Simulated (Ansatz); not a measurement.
# BCl₂ (doublet): relaxing a cheap start

Aim: relax a generated start of BCl₂ (doublet) and see which bonds hold.

The runs use Ansatz 0.2.0, Gaussian basis; UKS PBE0/def2-TZVP.

### Step 1. The system as given

3 atoms, charge 0, spin multiplicity 2.

Atoms are counted from 1 here; the program's logs count them from 0.

Bond lengths: B1–Cl2 1.696 Å, B1–Cl3 1.696 Å. Angles: Cl2–B1–Cl3 122.2°.

The start was built by rule and, where that kept it together, relaxed with GFN2-xTB. Sticks and bond lists go by distance. 

### Step 2. The run

File in.yaml:

```yaml
crystal:
  periodic: [false, false, false]
  atoms:
    - {symbol: B, position_ang: [0.024130, 0.000855, -0.710501]}
    - {symbol: Cl, position_ang: [-0.015114, 1.484392, 0.109729]}
    - {symbol: Cl, position_ang: [0.007756, -1.484653, 0.106931]}
basis:
  gaussian: {orbitals: def2-TZVP}
magnetization: {spin_polarized: true, initial_magnetization: 1}
hamiltonian: {xc: pbe0}
relax: {f_tol: 0.004, max_steps: 80}
```

Launch:

```
ansatz run in.yaml --threads 1 --pin off --events-out ev --progress --plain --max-ram 2176MiB
```

Before running it: what results should come out? Wanted: energy gained; shift from the start; total energy; dipole moment; ⟨S²⟩.

The runs gave:

| quantity | value |
| --- | --- |
| steps | 4 |
| energy gained | 0.029 eV |
| shift from the start (rms) | 0.039 Å |
| total energy | -25713.4183 eV |
| dipole moment | 0.31 D |
| ⟨S²⟩ | 0.753 |

What this shows: The bonds of the start are those of the end. B1–Cl2 went from 1.696 to 1.720 Å. No vibrations were run, so this is a stationary point, not a proven minimum, and this spin need not be the ground state's.
